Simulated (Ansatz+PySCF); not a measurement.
Two shapes of doublet CH3S.

Shape 1:

```xyz
5

H     1.6866   -0.9100    0.0006
C     1.1473    0.0242   -0.0318
S    -0.5850   -0.0891    0.0091
H    -0.8606    1.2272   -0.0918
H     1.6504    0.9636    0.1358
```

Shape 2:

```xyz
5

H     1.6666   -0.9113    0.0010
C     1.1273    0.0229   -0.0313
S    -0.5551   -0.0872    0.0084
H    -0.8306    1.2292   -0.0925
H     1.6305    0.9623    0.1363
```

Basis set: cc-pVTZ on H, C; cc-pV(T+d)Z on S (spherical functions). Left uncorrelated: 6 orbitals. Correlation on ROHF uses semicanonical orbitals with singles. Charge 0, multiplicity 2.

Computed with Ansatz (development build ahead of 0.2.0) and PySCF 2.14.0; each method stands on the lowest determinant of its kind that the runs found.

Q: Which shape is lower in energy, and by how much in each method?

A:

| method | E(2) − E(1) (eV) |
| --- | --- |
| ROHF | 0.035 |
| UHF | 0.030 |
| ROHF-MP2 | -0.002 |
| UHF-MP2 | 0.001 |
| ROHF-CCSD(T) | 0.016 |

Shape 1 is lower, bar methods that put the two within 0.005 eV.
